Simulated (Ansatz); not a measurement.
# Si2H7, doublet: from triple and quadruple zeta to the limit

```xyz
9

Si   -1.6470    0.0000    0.0000
H    -2.1418    1.3997    0.0000
H    -2.1418   -0.6999    1.2122
H    -2.1418   -0.6999   -1.2122
H     0.1020    0.0000    0.0000
Si    1.6480    0.0000    0.0000
H     2.0980   -1.4163    0.0000
H     2.0980    0.7081   -1.2265
H     2.0980    0.7081    1.2265
```

Ansatz 0.2.0, UHF determinant, valence electrons correlated. Energies in eV.

```json
{"set": "def2-TZVPP", "X": "3", "functions": "182", "Hartree–Fock": "-15833.0175", "MP2 correlation": "-7.5605", "CCSD(T) correlation": "-9.3275", "time": "7 s on 1 × NVIDIA H100 80GB HBM3 with 1 thread of AMD EPYC 7R13 Processor (Zen 3) (shared host)"}
{"set": "def2-QZVPP", "X": "4", "functions": "350", "Hartree–Fock": "-15833.5223", "MP2 correlation": "-8.0669", "CCSD(T) correlation": "-9.7463", "time": "28 s on 1 × NVIDIA H100 80GB HBM3 with 1 thread of AMD EPYC 7R13 Processor (Zen 3), on a shared host"}
```

Hartree–Fock is taken to follow E(X) = E∞ + A·exp(−7.88·√X), correlation E(X) = E∞ + B·X^−2.97.

Problem. Work out the CCSD(T) energy at the limit, and how far the shortcut misses it that extrapolates MP2 and adds CCSD(T) minus MP2 from the smaller set.

Solution. Hartree–Fock: E∞ = E4 + 0.1377·(E4 − E3) = -15833.5918. Correlation: E∞ = E4 + 0.7407·(E4 − E3) = -10.0565 for CCSD(T) and -8.4419 for MP2. The limit is -15843.6483 eV, 0.380 eV below def2-QZVPP. The shortcut gives a correlation energy of -8.4419 + (-1.7670) = -10.2090, 152 meV lower than the direct value.

Past Ne part of the Hartree–Fock step between the two sets comes from the cores, which don't follow the formula, so the 70 meV that it adds to the total can overshoot; that part largely cancels in differences.
